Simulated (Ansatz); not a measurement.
# C3H6F2: the cost of one run

Program: Ansatz 0.2.0, Gaussian basis. Level of theory: the settings change from run to run. These are calculated values, not measurements.

## 1. The molecule

The structure was relaxed beforehand with PBE0-D4 in a triple-zeta def2 set.

11 atoms, charge 0, spin multiplicity 1.

Atoms are counted from 1 here; the program's logs count them from 0.

Bond lengths: C1–C2 1.504 Å, C1–H6 1.090 Å, C1–H7 1.090 Å, C1–H8 1.090 Å, C2–C3 1.504 Å, C2–F4 1.370 Å, C2–F5 1.370 Å, C3–H9 1.090 Å, C3–H10 1.090 Å, C3–H11 1.090 Å. Angles: C2–C1–H6 109.2°, C2–C1–H7 110.1°, C2–C1–H8 110.0°, H6–C1–H7 109.2°, H6–C1–H8 109.2°, H7–C1–H8 109.1°, C1–C2–C3 116.0°, C1–C2–F4 108.7°, C1–C2–F5 108.7°, C3–C2–F4 108.7°, C3–C2–F5 108.7°, F4–C2–F5 105.6°, C2–C3–H9 110.0°, C2–C3–H10 109.2°, C2–C3–H11 110.1°, H9–C3–H10 109.2°, H9–C3–H11 109.1°, H10–C3–H11 109.2°.

## 2. r2SCAN0/aug-pcseg-2

Options: atoms shaken by 0.15 Å, finite nuclei, the search for lower states set to light.

Contents of in.yaml:

```yaml
crystal:
  periodic: [false, false, false]
  atoms:
    - {symbol: C, position_ang: [-1.179929, 0.539963, 0.259582]}
    - {symbol: C, position_ang: [0.211663, 0.424398, -0.247833]}
    - {symbol: C, position_ang: [0.818655, -0.903849, -0.113894]}
    - {symbol: F, position_ang: [-0.167206, 0.324162, -1.660138]}
    - {symbol: F, position_ang: [0.775735, 1.288848, -0.174147]}
    - {symbol: H, position_ang: [-1.585128, 1.279597, 0.107756]}
    - {symbol: H, position_ang: [-1.177119, 0.486421, 1.297326]}
    - {symbol: H, position_ang: [-1.605862, -0.374765, 0.235263]}
    - {symbol: H, position_ang: [1.223904, -0.754300, 0.979671]}
    - {symbol: H, position_ang: [1.998093, -0.695155, -0.795880]}
    - {symbol: H, position_ang: [0.494292, -1.828320, -0.354320]}
basis:
  gaussian: {orbitals: aug-pcseg-2, nuclear_model: gaussian}
hamiltonian: {xc: {name: r2SCAN0}}
scf: {lower_state_search: light}
```

On the command line:

```console
ansatz run in.yaml --threads 4 --pin off --events-out ev --progress --plain --max-ram 10444MiB
```

**Question.** How long does this run take on 4 threads of Arm Neoverse V2, shared host, and how much memory does it need?

About 8.5 s, with a peak of 0.89 GiB.
